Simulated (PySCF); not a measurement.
Here is a computed PBE0-D3(BJ)/def2-SVP geometry (Å):
```
atom  x, y, z in Å
C1    -3.1841    0.5913    0.0392
C2    -3.1440   -0.7347    0.2284
S3    -1.5804   -1.5065    0.2781
C4    -0.6688   -0.0117    0.0278
C5     0.6813    0.0201   -0.0285
S6     1.6797   -1.4301    0.1435
C7     3.1957   -0.5869   -0.0392
C8     3.1576    0.7392   -0.2285
S9     1.5952    1.5135   -0.2786
S10   -1.6695    1.4370   -0.1438
H11   -4.1001    1.1816   -0.0096
H12   -4.0231   -1.3682    0.3538
H13    4.1108   -1.1786    0.0099
H14    4.0377    1.3713   -0.3536
```

Neutral, closed shell.

Which heavy atoms are bonded, and with what formal order?

C1–C2 1.34 Å (double); C2–S3 1.74 Å (single); S3–C4 1.77 Å (single); C4–C5 1.35 Å (double); C5–S6 1.77 Å (single); S6–C7 1.74 Å (single); C7–C8 1.34 Å (double); C8–S9 1.74 Å (single); C4–S10 1.77 Å (single); C1–S10 1.74 Å (single); C5–S9 1.77 Å (single). Bonds to hydrogen (Å): C1–H11 1.09; C2–H12 1.09; C7–H13 1.09; C8–H14 1.09.

Write the SMILES.

`C1=CSC(=C2SC=CS2)S1`, C6H4S4, TTF. Among its features: C=C double bond and sulfide.

Name the point group.

D2h (every atom within 0.08 Å of its image).

Which rings does it hold (smallest set)?

C5–S6–C7–C8–S9 (5 members, 0.00 Å rms from planarity); C1–C2–S3–C4–S10 (5 members, 0.00 Å rms from planarity).

Classify the heavy atoms.

C1/C2/C7/C8: alkene CH carbon; S3/S6/S9/S10: sulfide sulfur; C4/C5: fully substituted alkene carbon.

What is the arrangement about C1?

It has 3 neighbours (C2, S10, H11) and is planar (angles 124.5°, 117.9° and 117.5°, sum 360.0°, 0.00 Å off the plane of its three neighbours).

What is the arrangement about S3?

It has 2 neighbours (C2, C4) and is bent (angle 94.8°).
